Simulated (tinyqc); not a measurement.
Inside a calculation. Method: G0W0 on RHF in the sto-3g basis, for HF, spin multiplicity 1. One step of it, computed by the program tinyqc.

Question. Iteration 1: building the Fock matrix. J_ij = sum D_kl (ij|kl), K_ij = sum D_kl (ik|jl); F = H + J - 0.5 K; E = tr D H + tr D J / 2 - 0.25 tr D K + E_nn.

D at the start, lower triangle:
```
            1F 1s      1F 2s    1F 2px    1F 2py    1F 2pz     2H 1s
1F 1s    2.156755
1F 2s   -0.504517   2.131897
1F 2px   0.000000   0.000000  1.637022
1F 2py   0.000000   0.000000  0.000000  1.637022
1F 2pz   0.016503  -0.094020  0.000000  0.000000  1.507735
2H 1s   -0.016651   0.040591  0.000000  0.000000  0.163545  1.023303
```

core Hamiltonian H = T + V (hartree), lower triangle:
```
             1F 1s       1F 2s     1F 2px     1F 2py     1F 2pz      2H 1s
1F 1s   -40.592181
1F 2s    -9.524649  -11.066456
1F 2px    0.000000    0.000000  -8.726133
1F 2py    0.000000    0.000000   0.000000  -8.726133
1F 2pz   -0.014545   -0.174659   0.000000   0.000000  -8.838452
2H 1s    -1.921151   -3.979809   0.000000   0.000000  -2.592072  -5.367111
```

Two-electron integrals (ij|kl) in chemists' order, unique and non-zero (hartree):
```
(11|11) 5.403501   (21|11) 0.841920   (21|21) 0.156299   (22|11) 1.268028
(22|21) 0.292344   (22|22) 0.926167   (31|31) 0.027998   (32|31) 0.043169
(32|32) 0.204588   (33|11) 1.264502   (33|21) 0.292403   (33|22) 0.925959
(33|33) 0.997514   (41|41) 0.027998   (42|41) 0.043169   (42|42) 0.204588
(43|43) 0.053770   (44|11) 1.264502   (44|21) 0.292403   (44|22) 0.925959
(44|33) 0.889973   (44|44) 0.997514   (51|51) 0.027998   (52|51) 0.043169
(52|52) 0.204588   (53|53) 0.053770   (54|54) 0.053770   (55|11) 1.264502
(55|21) 0.292403   (55|22) 0.925959   (55|33) 0.889973   (55|44) 0.889973
(55|55) 0.997514   (61|11) 0.171307   (61|21) 0.031513   (61|22) 0.058500
(61|33) 0.058414   (61|44) 0.058414   (61|51) 0.001286   (61|52) 0.002402
(61|55) 0.058682   (61|61) 0.006419   (62|11) 0.411598   (62|21) 0.096073
(62|22) 0.337028   (62|33) 0.332256   (62|44) 0.332256   (62|51) 0.006507
(62|52) 0.049712   (62|55) 0.346250   (62|61) 0.019620   (62|62) 0.147921
(63|31) 0.010323   (63|32) 0.060158   (63|53) 0.010595   (63|63) 0.022508
(64|41) 0.010323   (64|42) 0.060158   (64|54) 0.010595   (64|64) 0.022508
(65|11) 0.270315   (65|21) 0.063938   (65|22) 0.240210   (65|33) 0.229764
(65|44) 0.229764   (65|51) 0.014132   (65|52) 0.094046   (65|55) 0.260832
(65|61) 0.013636   (65|62) 0.129197   (65|65) 0.134554   (66|11) 0.543844
(66|21) 0.129031   (66|22) 0.520212   (66|33) 0.501946   (66|44) 0.501946
(66|51) 0.011597   (66|52) 0.122731   (66|55) 0.556127   (66|61) 0.026552
(66|62) 0.285088   (66|65) 0.289207   (66|66) 0.774606
```

nuclear repulsion = 5.10460332 hartree

Give: Coulomb J; exchange K; Fock matrix F; total energy of this density.

Answer.

Coulomb J (hartree), lower triangle:
```
          1F 1s   1F 2s  1F 2px  1F 2py  1F 2pz   2H 1s
1F 1s   20.2270
1F 2s    3.8393  9.4784
1F 2px   0.0000  0.0000  9.4518
1F 2py   0.0000  0.0000  0.0000  9.4518
1F 2pz   0.0098  0.1233  0.0000  0.0000  9.5046
2H 1s    0.7747  3.4554  0.0000  0.0000  2.5089  5.5205
```

exchange K (hartree), lower triangle:
```
          1F 1s   1F 2s  1F 2px  1F 2py  1F 2pz   2H 1s
1F 1s   11.2754
1F 2s    1.9473  3.1867
1F 2px   0.0000  0.0000  2.2861
1F 2py   0.0000  0.0000  0.0000  2.2861
1F 2pz   0.0138  0.1141  0.0000  0.0000  2.3632
2H 1s    0.4319  1.3787  0.0000  0.0000  0.9107  1.4716
```

Fock matrix F (hartree), lower triangle:
```
           1F 1s    1F 2s   1F 2px   1F 2py   1F 2pz    2H 1s
1F 1s   -26.0029
1F 2s    -6.6590  -3.1814
1F 2px    0.0000   0.0000  -0.4174
1F 2py    0.0000   0.0000   0.0000  -0.4174
1F 2pz   -0.0117  -0.1084   0.0000   0.0000  -0.5155
2H 1s    -1.3624  -1.2138   0.0000   0.0000  -0.5386  -0.5824
```

total energy of this density = -99.438404 hartree

This density is the starting one; it is not idempotent, so its energy is not variational and may lie below the converged one.
